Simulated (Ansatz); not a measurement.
System: C2H5 (charge -1, singlet). It need not be the lowest isomer of its formula. Whether it binds its extra electron was not tested at this geometry. 
Coordinates optimised at B3LYP-D3(BJ)/def2-TZVP (Ansatz, an electronic-structure program):
```
C
H 1 1.1023
H 1 1.1023 2 105.15
H 1 1.1293 2 104.29 3 109.45
C 1 1.5312 2 111.16 3 -120.38
H 5 1.1089 1 108.56 2 -178.34
H 5 1.1089 6 104.85 1 -115.87
```
Charge -1, spin multiplicity 1.

Basis-set convergence of Hartree-Fock and CCSD correlation energies (hartree) with Ansatz. Cores are frozen in the correlated levels unless marked. No spin-orbit coupling. No relativistic terms.

| basis | functions | E(HF) | E(corr, CCSD) |
|---|---|---|---|
| aug-cc-pVDZ | 91 | -78.54200 | -0.36274 |
| aug-cc-pVTZ | 207 | [?] | [?] |

Task: Complete the blanks.

Result: 
- aug-cc-pVTZ, E(HF): -78.56242
- aug-cc-pVTZ, E(corr, CCSD): -0.41675
